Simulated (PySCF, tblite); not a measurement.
# AlH3Cl−: changes of charge

What do calculations give for the changes of charge of AlH3Cl− (`[H][Al-]([H])([H])[Cl]`)?

Computed with tblite 0.8.0 and PySCF 2.14.0 and routines of our own; the level stands in each step. Atoms count from 0.

## Step 1: The system as given

5 atoms, charge -1, multiplicity 1; geometry from: start built from the parent or by distance geometry.

## Step 2: Geometry optimisation with GFN2-xTB

What the job is given:

```
{"job": {"kind": "relax", "xc": "GFN2-xTB", "basis": "xTB"}, "charge": -1, "multiplicity": 1}
Al     0.013800    -0.005700    -0.139500
Cl     0.003100    -0.009700     1.938800
H      1.549500     0.004100    -0.613800
H     -0.777900     1.349000    -0.611000
H     -0.771300    -1.332000    -0.608800
```

Run with:

```
OMP_NUM_THREADS=1 python redox_run.py task.json out
```

One launch serves the whole session: the jobs run in the order shown.

The log of the run:

```text
step      E/eV     max force
  0    -203.49926    0.321
  1    -203.50161    0.217
  2    -203.50413    0.066
  3    -203.50428    0.059
  4    -203.50476    0.045
  5    -203.50483    0.039
  6    -203.50495    0.027
  7    -203.50497    0.014
  8    -203.50498    0.009
```

Wall time 0.03 s (1 thread of Arm Neoverse V1, shared host).

Along the way:

```
step  energy from step 0 (eV)  largest force (eV/Å)
   0                   0.0000                0.3211
   1                  -0.0024                0.2171
   2                  -0.0049                0.0658
   3                  -0.0050                0.0593
   4                  -0.0055                0.0447
   5                  -0.0056                0.0388
   6                  -0.0057                0.0273
   7                  -0.0057                0.0144
   8                  -0.0057                0.0094
```

Distances of close pairs at the start and the end, largest changes first:

```
   bond  before (Å)  after (Å)  change (Å)
 Al0–H3       1.638      1.608      -0.030
Al0–Cl1       2.078      2.096      +0.018
 Al0–H4       1.611      1.607      -0.004
 Al0–H2       1.607      1.607      +0.000
```

The final coordinates are the input of the step that follows.

## Step 3: Harmonic vibrations with GFN2-xTB

What the job is given:

```
{"job": {"kind": "ir", "xc": "GFN2-xTB", "basis": "xTB"}, "charge": -1, "multiplicity": 1}
Al     0.003700     0.001844    -0.141981
Cl     0.005280    -0.007093     1.954082
H      1.539178     0.004447    -0.617653
H     -0.765440     1.333625    -0.611653
H     -0.765473    -1.327118    -0.617156
```

The log of the run:

```text
mode    cm-1     km/mol
  1     441.7      9.43
  2     480.1     39.50
  3     481.1     40.08
  4     761.2    303.96
  5     762.2    306.00
  6     798.2   1193.65
  7    1460.0    593.39
  8    1462.1    593.04
  9    1533.8    133.85
ZPE 48.930  H(298)-E 61.534  G(298)-E -15.140 kJ/mol  S 257.17 J/(mol K)
```

Run time: 0.09 s. Hardware: 1 thread of Arm Neoverse V1, shared host.

The strongest bands and the atoms that carry them (share of the mass-weighted mode):

```
cm⁻¹  km/mol                      atoms
 480    39.5           H3 54 %, H2 34 %
 481    40.1           H4 58 %, H2 26 %
 761   304.0           H4 54 %, H2 37 %
 762   306.0           H3 60 %, H2 26 %
 798  1193.7  H4 30 %, H3 30 %, H2 30 %
1460   593.4  H3 65 %, H2 21 %, H4 10 %
1462   593.0           H4 52 %, H2 43 %
1534   133.8  H4 34 %, H2 34 %, H3 32 %
```

## Step 4: Relaxing the molecule at PBE-D3(BJ)/ma-def2-SVP

What the job is given:

```
{"job": {"xc": "PBE", "basis": "ma-def2-SVP", "d3": "d3bj", "grid": 1, "kind": "geom"}, "charge": -1, "multiplicity": 1}
Al     0.003700     0.001844    -0.141981
Cl     0.005280    -0.007093     1.954082
H      1.539178     0.004447    -0.617653
H     -0.765440     1.333625    -0.611653
H     -0.765473    -1.327118    -0.617156
```

The log of the run:

```text
step   0  E = -703.98029368  max force = 0.046903
step   1  E = -703.98837046  max force = 0.001988
step   2  E = -703.98846154  max force = 0.000756
step   3  E = -703.98846803  max force = 0.000202
optimisation converged
```

Run time: 3.8 s. Hardware: 1 thread of Arm Neoverse V1, shared host; peak memory 0.25 GiB.

Step by step:

```
step  energy from step 0 (eV)  largest force component (eV/Å)
   0                   0.0000                          2.4119
   1                  -0.2198                          0.1022
   2                  -0.2223                          0.0389
   3                  -0.2224                          0.0104
```

Distances of close pairs at the start and the end, largest changes first:

```
   bond  before (Å)  after (Å)  change (Å)
Al0–Cl1       2.096      2.289      +0.193
 Al0–H4       1.607      1.642      +0.034
 Al0–H2       1.607      1.642      +0.034
 Al0–H3       1.608      1.642      +0.034
```

The final coordinates are the input of the step that follows.

```
                         at the end point                 value
  point group (found at 0.08 Å tolerance)                   C3v
rotational constants (GHz, main isotopes)  67.796, 5.460, 5.459
```

## Step 5: Single point (AlH3Cl−): PBE0-D3(BJ)/ma-def2-SVP

Geometry: PBE-D3(BJ)/ma-def2-SVP.

What the job is given:

```
{"job": {"kind": "sp", "xc": "PBE0", "basis": "ma-def2-SVP", "d3": "d3bj", "grid": 2}, "charge": -1, "multiplicity": 1}
Al     0.003016    -0.000188    -0.178525
Cl     0.008289    -0.010143     2.110486
H      1.571663     0.002257    -0.662252
H     -0.783540     1.361811    -0.648851
H     -0.782878    -1.358304    -0.660965
```

The log of the run:

```text
coarse grid: 5112 points
cycle   1  E = -703.9505208696  dE = -3.592e-01  |g| = 2.642e-01  |ddm| = 1.774e+00
cycle   2  E = -703.9631647887  dE = -1.264e-02  |g| = 2.342e-01  |ddm| = 7.052e-01
cycle   3  E = -703.9783424973  dE = -1.518e-02  |g| = 2.022e-02  |ddm| = 2.995e-01
cycle   4  E = -703.9785003511  dE = -1.579e-04  |g| = 5.116e-03  |ddm| = 4.026e-02
cycle   5  E = -703.9785101582  dE = -9.807e-06  |g| = 1.458e-03  |ddm| = 1.076e-02
final grid: 39752 points
cycle   6  E = -704.0577072814  dE = -2.762e-06  |g| = 1.687e-03  |ddm| = 8.402e-03
cycle   7  E = -704.0577073740  dE = -9.264e-08  |g| = 1.602e-03  |ddm| = 4.330e-03
cycle   8  E = -704.0577081419  dE = -7.679e-07  |g| = 7.107e-05  |ddm| = 2.173e-03
cycle   9  E = -704.0577081432  dE = -1.372e-09  |g| = 1.605e-05  |ddm| = 1.079e-04
converged SCF energy = -704.0577081432
```

Run time: 0.58 s. Hardware: 1 thread of Arm Neoverse V1, shared host; peak memory 0.29 GiB.

## Step 6: Single point (AlH3Cl (-2) (doublet)): PBE0-D3(BJ)/ma-def2-SVP

Geometry: PBE-D3(BJ)/ma-def2-SVP, that of another charge or spin state.

What the job is given:

```
{"job": {"kind": "sp", "xc": "PBE0", "basis": "ma-def2-SVP", "d3": "d3bj", "grid": 2}, "charge": -2, "multiplicity": 2}
Al     0.003016    -0.000188    -0.178525
Cl     0.008289    -0.010143     2.110486
H      1.571663     0.002257    -0.662252
H     -0.783540     1.361811    -0.648851
H     -0.782878    -1.358304    -0.660965
```

The log of the run:

```text
final grid: 39752 points
cycle   1  E = -703.9105916383  dE = -2.719e-03  |g| = 1.983e-02  |ddm| = 1.117e+00
cycle   2  E = -703.9108102388  dE = -2.186e-04  |g| = 1.640e-02  |ddm| = 2.767e-01
cycle   3  E = -703.9110145864  dE = -2.043e-04  |g| = 1.954e-03  |ddm| = 7.464e-02
cycle   4  E = -703.9110259020  dE = -1.132e-05  |g| = 7.557e-04  |ddm| = 7.064e-02
cycle   5  E = -703.9110348809  dE = -8.979e-06  |g| = 5.268e-04  |ddm| = 8.770e-02
cycle   6  E = -703.9110417435  dE = -6.863e-06  |g| = 2.898e-04  |ddm| = 1.057e-01
cycle   7  E = -703.9110445092  dE = -2.766e-06  |g| = 3.988e-05  |ddm| = 1.086e-01
cycle   8  E = -703.9110445394  dE = -3.020e-08  |g| = 1.092e-05  |ddm| = 1.019e-02
cycle   9  E = -703.9110445406  dE = -1.224e-09  |g| = 2.780e-06  |ddm| = 2.130e-03
converged SCF energy = -703.9110445406
```

Wall time 1.2 s (1 thread of Arm Neoverse V1, shared host); peak memory 0.29 GiB.

## Step 7: Single point (AlH3Cl (-2) (doublet)): PBE0-D3(BJ)/ma-def2-SVP in dichloromethane

Geometry: PBE-D3(BJ)/ma-def2-SVP, that of another charge or spin state.

What the job is given:

```
{"job": {"kind": "sp", "xc": "PBE0", "basis": "ma-def2-SVP", "d3": "d3bj", "grid": 2, "solvent": "dichloromethane"}, "charge": -2, "multiplicity": 2}
Al     0.003016    -0.000188    -0.178525
Cl     0.008289    -0.010143     2.110486
H      1.571663     0.002257    -0.662252
H     -0.783540     1.361811    -0.648851
H     -0.782878    -1.358304    -0.660965
```

The log of the run:

```text
final grid: 39752 points
cycle   1  E = -704.1244196223  dE = -1.906e-03  |g| = 7.572e-03  |ddm| = 8.061e-01
cycle   2  E = -704.1246256499  dE = -2.060e-04  |g| = 4.312e-03  |ddm| = 2.797e-01
cycle   3  E = -704.1248219375  dE = -1.963e-04  |g| = 3.108e-03  |ddm| = 2.447e-01
cycle   4  E = -704.1251445711  dE = -3.226e-04  |g| = 3.485e-03  |ddm| = 3.185e-01
cycle   5  E = -704.1244788733  dE =  6.657e-04  |g| = 1.687e-03  |ddm| = 8.540e-01
cycle   6  E = -704.1244156494  dE =  6.322e-05  |g| = 7.732e-04  |ddm| = 4.319e-01
cycle   7  E = -704.1244150137  dE =  6.357e-07  |g| = 2.650e-04  |ddm| = 3.896e-02
cycle   8  E = -704.1244137488  dE =  1.265e-06  |g| = 9.921e-05  |ddm| = 6.005e-02
cycle   9  E = -704.1244137633  dE = -1.449e-08  |g| = 2.341e-05  |ddm| = 3.296e-03
cycle  10  E = -704.1244137662  dE = -2.884e-09  |g| = 8.902e-06  |ddm| = 8.981e-04
converged SCF energy = -704.1244137662
```

Run time: 1.5 s. Hardware: 1 thread of Arm Neoverse V1, shared host; peak memory 0.32 GiB.

## Step 8: Single point (AlH₃Cl−): PBE0-D3(BJ)/ma-def2-SVP in dichloromethane

Geometry: PBE-D3(BJ)/ma-def2-SVP.

What the job is given:

```
{"job": {"kind": "sp", "xc": "PBE0", "basis": "ma-def2-SVP", "d3": "d3bj", "grid": 2, "solvent": "dichloromethane"}, "charge": -1, "multiplicity": 1}
Al     0.003016    -0.000188    -0.178525
Cl     0.008289    -0.010143     2.110486
H      1.571663     0.002257    -0.662252
H     -0.783540     1.361811    -0.648851
H     -0.782878    -1.358304    -0.660965
```

The log of the run:

```text
final grid: 39752 points
cycle   1  E = -704.1341176108  dE = -6.483e-04  |g| = 7.905e-03  |ddm| = 9.902e-02
cycle   2  E = -704.1341349702  dE = -1.736e-05  |g| = 4.886e-03  |ddm| = 2.099e-02
cycle   3  E = -704.1341418621  dE = -6.892e-06  |g| = 7.347e-04  |ddm| = 7.227e-03
cycle   4  E = -704.1341420199  dE = -1.578e-07  |g| = 2.368e-04  |ddm| = 1.250e-03
cycle   5  E = -704.1341420386  dE = -1.874e-08  |g| = 3.019e-05  |ddm| = 3.698e-04
cycle   6  E = -704.1341420389  dE = -3.296e-10  |g| = 3.016e-06  |ddm| = 6.270e-05
converged SCF energy = -704.1341420389
```

Run time: 0.64 s. Hardware: 1 thread of Arm Neoverse V1, shared host; peak memory 0.32 GiB.

## Step 9: Changes of charge: PBE0-D3(BJ)/ma-def2-SVP

This step combines the energies above: geometries from PBE-D3(BJ)/ma-def2-SVP, zero-point and thermal terms from GFN2-xTB.

What the job is given:

```
{"job": {"kind": "rx", "dirs": [-1], "deep": 3, "geom": {"xc": "PBE", "basis": "ma-def2-SVP", "d3": "d3bj", "grid": 1}, "level": {"xc": "PBE0", "basis": "ma-def2-SVP", "d3": "d3bj", "solvents": ["dichloromethane"]}}, "charge": -1, "multiplicity": 1}
Al     0.003016    -0.000188    -0.178525
Cl     0.008289    -0.010143     2.110486
H      1.571663     0.002257    -0.662252
H     -0.783540     1.361811    -0.648851
H     -0.782878    -1.358304    -0.660965
```

Output (the driver's rows laid out field by field):

```text
ionisation and electron attachment, PBE0-D3(BJ)/ma-def2-SVP // PBE-D3(BJ)/ma-def2-SVP

row 1
  change                  reduction
  charge                  -2
  multiplicity            2
  vertical_ev             -3.9909
  vertical_s2             0.75
  unbound                 yes
```

It took 8 s on 1 thread of Arm Neoverse V1, shared host; peak memory 0.32 GiB.

Energy taken up on oxidation, or given off on reduction (eV; adiabatic with zero-point energy):

```
                    change  product  vertical  adiabatic  free energy  reorganisation  ⟨S²⟩
reduction (multiplicity 2)        –     -3.99          –            –               –     –
```

## Step 10: Single point (AlH3Cl−): M06-L/ma-def2-SVP

Geometry: PBE-D3(BJ)/ma-def2-SVP.

What the job is given:

```
{"job": {"kind": "sp", "xc": "M06-L", "basis": "ma-def2-SVP", "grid": 3}, "charge": -1, "multiplicity": 1}
Al     0.003016    -0.000188    -0.178525
Cl     0.008289    -0.010143     2.110486
H      1.571663     0.002257    -0.662252
H     -0.783540     1.361811    -0.648851
H     -0.782878    -1.358304    -0.660965
```

The log of the run:

```text
coarse grid: 20088 points
cycle   1  E = -704.2890953486  dE = -3.326e-01  |g| = 3.171e-01  |ddm| = 1.861e+00
cycle   2  E = -704.3011654644  dE = -1.207e-02  |g| = 3.047e-01  |ddm| = 8.544e-01
cycle   3  E = -704.3273972297  dE = -2.623e-02  |g| = 3.893e-02  |ddm| = 4.054e-01
cycle   4  E = -704.3279488608  dE = -5.516e-04  |g| = 9.338e-03  |ddm| = 8.016e-02
cycle   5  E = -704.3279801650  dE = -3.130e-05  |g| = 3.751e-03  |ddm| = 2.504e-02
cycle   6  E = -704.3279843988  dE = -4.234e-06  |g| = 5.534e-04  |ddm| = 5.943e-03
final grid: 67488 points
cycle   7  E = -704.3292098456  dE = -2.224e-06  |g| = 3.657e-04  |ddm| = 5.652e-03
cycle   8  E = -704.3292098875  dE = -4.193e-08  |g| = 2.878e-04  |ddm| = 1.442e-03
cycle   9  E = -704.3292099189  dE = -3.142e-08  |g| = 5.747e-05  |ddm| = 5.493e-04
cycle  10  E = -704.3292099198  dE = -8.860e-10  |g| = 1.969e-05  |ddm| = 1.281e-04
converged SCF energy = -704.3292099198
```

It took 2.1 s on 1 thread of Arm Neoverse V1, shared host; peak memory 0.33 GiB.

## Step 11: Single point (AlH3Cl (-2) (doublet)): M06-L/ma-def2-SVP

Geometry: PBE-D3(BJ)/ma-def2-SVP, that of another charge or spin state.

What the job is given:

```
{"job": {"kind": "sp", "xc": "M06-L", "basis": "ma-def2-SVP", "grid": 3}, "charge": -2, "multiplicity": 2}
Al     0.003016    -0.000188    -0.178525
Cl     0.008289    -0.010143     2.110486
H      1.571663     0.002257    -0.662252
H     -0.783540     1.361811    -0.648851
H     -0.782878    -1.358304    -0.660965
```

The log of the run:

```text
final grid: 67488 points
cycle   1  E = -704.1692680480  dE = -3.489e-03  |g| = 1.942e-02  |ddm| = 8.597e-01
cycle   2  E = -704.1696158122  dE = -3.478e-04  |g| = 2.065e-02  |ddm| = 7.578e-01
cycle   3  E = -704.1699764699  dE = -3.607e-04  |g| = 3.325e-03  |ddm| = 1.621e-01
cycle   4  E = -704.1700605651  dE = -8.410e-05  |g| = 2.286e-03  |ddm| = 2.510e-01
cycle   5  E = -704.1701528845  dE = -9.232e-05  |g| = 1.488e-03  |ddm| = 3.739e-01
cycle   6  E = -704.1701930373  dE = -4.015e-05  |g| = 1.127e-03  |ddm| = 2.310e-01
cycle   7  E = -704.1702315248  dE = -3.849e-05  |g| = 7.337e-04  |ddm| = 3.324e-01
cycle   8  E = -704.1702424169  dE = -1.089e-05  |g| = 3.556e-04  |ddm| = 2.141e-01
cycle   9  E = -704.1702444450  dE = -2.028e-06  |g| = 2.248e-04  |ddm| = 1.593e-01
cycle  10  E = -704.1702445266  dE = -8.161e-08  |g| = 1.982e-04  |ddm| = 4.677e-02
cycle  11  E = -704.1702447237  dE = -1.971e-07  |g| = 4.357e-05  |ddm| = 2.352e-02
cycle  12  E = -704.1702447298  dE = -6.141e-09  |g| = 1.419e-05  |ddm| = 5.045e-03
converged SCF energy = -704.1702447298
```

It took 5.3 s on 1 thread of Arm Neoverse V1, shared host; peak memory 0.33 GiB.

## Step 12: Changes of charge: M06-L/ma-def2-SVP

This step combines the energies above: geometries from PBE-D3(BJ)/ma-def2-SVP, zero-point and thermal terms from GFN2-xTB.

What the job is given:

```
{"job": {"kind": "rx", "dirs": [-1], "deep": 3, "geom": {"xc": "PBE", "basis": "ma-def2-SVP", "d3": "d3bj", "grid": 1}, "level": {"xc": "M06-L", "basis": "ma-def2-SVP", "grid": 3, "solvents": ["dichloromethane"]}}, "charge": -1, "multiplicity": 1}
Al     0.003016    -0.000188    -0.178525
Cl     0.008289    -0.010143     2.110486
H      1.571663     0.002257    -0.662252
H     -0.783540     1.361811    -0.648851
H     -0.782878    -1.358304    -0.660965
```

Output (the driver's rows laid out field by field):

```text
ionisation and electron attachment, M06-L/ma-def2-SVP // PBE-D3(BJ)/ma-def2-SVP

row 1
  change                  reduction
  charge                  -2
  multiplicity            2
  vertical_ev             -4.3257
  vertical_s2             0.753
```

Wall time 7.5 s (1 thread of Arm Neoverse V1, shared host); peak memory 0.33 GiB.

Energy taken up on oxidation, or given off on reduction (eV; adiabatic with zero-point energy):

```
                    change  product  vertical  adiabatic  free energy  reorganisation  ⟨S²⟩
reduction (multiplicity 2)        –     -4.33          –            –               –     –
```

## Step 13: Summary of results

| quantity | value |
| --- | --- |
| strongest single infrared mode (GFN2-xTB) | 798 cm⁻¹, 1194 km/mol |
| zero-point energy (GFN2-xTB) | 11.7 kcal/mol |
| point group | C3v |
| rotational constants (main isotopes) | 67.80, 5.46, 5.46 GHz |
| energy given off on adding an electron (PBE0-D3(BJ)/ma-def2-SVP) | vertical -3.99 eV (unbound: the value hangs on the basis) |
| energy given off on adding an electron (M06-L/ma-def2-SVP) | vertical -4.33 eV (unbound: the value hangs on the basis) |

No mode is imaginary among the 9: a minimum at this level. The strongest single mode, at 798 cm⁻¹, has its largest shares on H4, H3 and H2 (the list is cut at 3 atoms). GFN2-xTB is a fitted tight-binding method: band positions and strengths are rough. Its intensities can rank the bands wrongly. The optimisation took 3 steps and gained 0.222 eV; among the close pairs (by a distance rule), Al0–Cl1 changed most, from 2.096 to 2.289 Å (PBE/ma-def2-SVP).
